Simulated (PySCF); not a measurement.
Molfile (atoms numbered from 1):
```
CH4N2S
     RDKit          3D

  8  7  0  0  0  0  0  0  0  0999 V2000
    0.9682   -0.4003   -0.5558 N   0  0  0  0  0  0  0  0  0  0  0  0
    0.0337    0.4415   -0.0519 C   0  0  0  0  0  0  0  0  0  0  0  0
   -0.9877   -0.1643    0.6003 N   0  0  0  0  0  0  0  0  0  0  0  0
    0.1317    2.0859   -0.2215 S   0  0  0  0  0  0  0  0  0  0  0  0
    1.7947    0.0394   -0.9203 H   0  0  0  0  0  0  0  0  0  0  0  0
    1.0720   -1.3268   -0.1757 H   0  0  0  0  0  0  0  0  0  0  0  0
   -1.2040   -1.1298    0.4144 H   0  0  0  0  0  0  0  0  0  0  0  0
   -1.7523    0.4339    0.8587 H   0  0  0  0  0  0  0  0  0  0  0  0
  1  2  1  0
  2  3  1  0
  2  4  2  0
  1  5  1  0
  1  6  1  0
  3  7  1  0
  3  8  1  0
M  END
```

- PBE0-D3(BJ)/def2-TZVP structure
- B97-2/pcSseg-2 with gauge-including orbitals
- code: PySCF 2.14
- single conformer, one averaged value for each set of equivalent atoms, non-relativistic, isolated molecule

Scale: $^{13}$C (185.38 ppm) and $^{1}$H (31.64 ppm) vs TMS; $^{15}$N (261.75 ppm) vs NH3; $^{33}$S (517.10 ppm) vs CS2 (reference shieldings calculated alike).

```tsv
atoms	nucleus	count	δ (ppm)
S4	$^{33}$S	1	?
C2	$^{13}$C	1	194.7
N1/N3	$^{15}$N	2	111.0
H5/H6/H7/H8	$^{1}$H	4	?
```

Complete the table.

Answers


- H5/H6/H7/H8: 5.02 ppm, hydrogen on a thioamide-type nitrogen; labile proton, position sensitive to the medium
- S4: 126 ppm, thione sulfur

OH and NH positions are those of a molecule without intermolecular hydrogen bonds; in solution they move with solvent, concentration and temperature, and exchange usually removes their couplings. Shifts are as computed. Against solution values, carbons near 30 ppm lie about +3 ppm off and those near 130 ppm about +7 ppm. Of 1211 compounds with measured shifts, 218 miss one by over three times the rms of a fit or turn the order of signals round; such compounds aren't used in these exercises. Experimental scales use liquid or dissolved standards, which lie at an offset from isolated NH3 (liquid NH3: subtract about 20 ppm).
